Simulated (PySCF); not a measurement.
oxygen (O2), SMILES O=O (connectivity only; charge and spin as stated), neutral, multiplicity 3.

Coordinates come from a PBE0-D3(BJ)/def2-TZVPD optimisation.

The numbers are results of PBE/def2-TZVPD (PySCF), not measurements.

The molecule is in vacuum.

```yaml
total_energy: -150.24927 hartree
point_group: D∞h
"α spin, highest occupied and lowest empty level": -6.69 and 0.91 eV
"β spin, highest occupied and lowest empty level": -11.83 and -4.38 eV
dipole_moment: 0.00 D
mean_static_polarisability: 10.8 bohr³ (1.60 Å³)
polarisability_principal_values: 8.6, 8.6, 15.3 bohr³
"⟨S²⟩": 2.004 (pure state 2.00)
```
